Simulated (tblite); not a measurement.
CH₂S.
SMILES: `C=S`

Computed with GFN2-xTB (tblite): harmonic, unscaled wavenumbers at the GFN2-xTB geometry, gas phase. This tight-binding method is rough: wavenumbers can miss measured ones by several per cent, in bad cases by 10 to 20.

Harmonic wavenumbers (cm⁻¹): 889.1, 957.5, 1116.4, 1403.0, 3018.3, 3032.1.

A = 294969, B = 17870, C = 16849 MHz; mass 45.988 u (most abundant isotopes); point group C2v, symmetry number 2.

Question: What is the zero-point energy?

Answer: ½Σν̃ = 5208 cm⁻¹ = 62.30 kJ/mol.

Question: What is S at 273.15 K and 1 bar for an ideal gas of classical rigid rotors and harmonic oscillators?

Answer: Translation 154.78, rotation 71.94, vibration 0.97: S = 227.7 J/(mol K).

Question: And Cp and H(273.15 K) − H(0)?

Answer: Cp = 37.45 J/(mol K), of which vibrations give 4.19 (their classical limit is 6 R = 49.9); H(273.15 K) − H(0) = 9.31 kJ/mol without the zero-point energy, 0.22 from vibrations.

Question: What must be added to the electronic energy to get the Gibbs energy at 273.15 K and 1 bar?

Answer: ZPE + [H(273.15 K) − H(0)] − T·S = 62.30 + 9.31 − 62.19 = 9.42 kJ/mol.

Question: How do the functions run with temperature in this model?

Answer: 
| T (K) | S (J/(mol K)) | Cp (J/(mol K)) | H − H(0) (kJ/mol) | G − H(0) (kJ/mol) | ln q(vib) |
| --- | --- | --- | --- | --- | --- |
| 298.15 | 231.0 | 38.7 | 10.26 | -58.62 | 0.03 |
| 373.15 | 240.2 | 42.9 | 13.32 | -76.30 | 0.08 |
| 500 | 253.6 | 49.2 | 19.17 | -107.64 | 0.21 |
| 750 | 275.4 | 58.3 | 32.69 | -173.88 | 0.58 |
| 1000 | 293.1 | 64.5 | 48.09 | -245.01 | 1.01 |

q(vib) and H(0) count from the zero-point level.
